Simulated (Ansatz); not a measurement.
Mulliken charges of `N/C=C/C=O` from PBE/def2-TZVPP in Ansatz (PBE0-D4/def2-TZVP geometry).

| atom | x (Å) | y (Å) | z (Å) | charge (e) |
| --- | --- | --- | --- | --- |
| N1 | 0.636 | -0.358 | 1.708 | -0.244 |
| C2 | 0.508 | -0.128 | 0.389 | 0.052 |
| C3 | -0.633 | 0.121 | -0.287 | -0.097 |
| C4 | -0.573 | 0.349 | -1.708 | 0.053 |
| O5 | -1.518 | 0.582 | -2.430 | -0.270 |
| H6 | -0.167 | -0.371 | 2.311 | 0.182 |
| H7 | 1.530 | -0.549 | 2.117 | 0.186 |
| H8 | 1.444 | -0.150 | -0.165 | 0.077 |
| H9 | -1.601 | 0.157 | 0.201 | 0.056 |
| H10 | 0.457 | 0.296 | -2.133 | 0.005 |

Problem. By hand: the dipole of these point charges (1 e Å = 4.8032 D).

Solution. Σ q r = (0.590, -0.241, 0.999) e Å, of length 1.185 e Å = 5.69 D.

Problem. How does the dipole of the full density compare? (An estimate is asked.)

Solution. Computed: (0.693, -0.276, 1.123) e Å, 6.48 D; the point charges give 0.88 times that, at 1° from its direction.

Point charges leave out the atoms' own dipoles, such as those of lone pairs, and Mulliken's split depends on the basis, so the close match here is no proof of good charges.
